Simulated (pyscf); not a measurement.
Substitution at C: I• (SMILES [I]) + H₃C–CH₃ (SMILES CC) → H₃C–I (SMILES CI) + CH₃• (SMILES [CH3])

Gas phase, doublet surface, charge 0. Bonds broken: C2–C3. Bonds formed: I1–C2. Optimised with ωB97X-D3(BJ)/def2-SVP in PySCF.

Transition state (Å):

```xyz
9

I      2.1550     1.1741    -1.3108
C      0.2766     0.4646     0.0002
C     -1.4162    -0.1808     1.1851
H     -0.4491     1.0691    -0.5405
H      0.3824    -0.5893    -0.2494
H      0.6773     0.8315     0.9432
H     -2.0571    -0.6435     0.4285
H     -0.9462    -0.8664     1.8968
H     -1.7736     0.7667     1.5995
```

One imaginary mode, 846i cm⁻¹; descent along it reached the two sides named.

```csv
bond,change,reactant side (Å),saddle,product side
C2–C3,breaks,1.528,2.165,3.4
I1–C2,forms,3.5,2.398,2.133
```

Electronic energies relative to the separated reactants (eV):

```
level                   barrier  reaction energy  reverse barrier
----------------------  -------  ---------------  ---------------
ωB97X-D3(BJ)/def2-TZVP     2.05            +1.38             0.67
PBE/def2-TZVP              1.65            +1.30             0.35
r²SCAN/def2-TZVP           1.67            +1.21             0.46
B3LYP-D3(BJ)/def2-TZVP     1.80            +1.34             0.46
PBE0-D3(BJ)/def2-TZVP      1.85            +1.35             0.50
M06-2X/def2-TZVP           2.24            +1.68             0.56
ωB97M-D3(BJ)/def2-TZVP     2.16            +1.53             0.63
HF/def2-TZVP               2.50            +1.43             1.07
```

With ωB97M-D3(BJ)/def2-TZVP energies and thermal terms (ideal gas, 1 atm, RRHO with modes under 100 cm⁻¹ raised to 100, one conformer, R ln 2 for rigid chiral ones), in eV:

```tsv
T (K)	ΔH‡	ΔG‡	ΔH	ΔG
298	2.04	2.31	+1.34	+1.19
600	2.07	2.56	+1.36	+1.04
900	2.09	2.80	+1.36	+0.88
1200	2.09	3.04	+1.34	+0.72
```

This is the saddle that the search found; another between the same sides may lie lower. The angle at the attacked C is 180°. Left out: orbital degeneracy and the spin-orbit lowering of I, which is large for Br, Se, Te and I. Elements past Kr carry the def2 core potentials, without spin-orbit coupling.
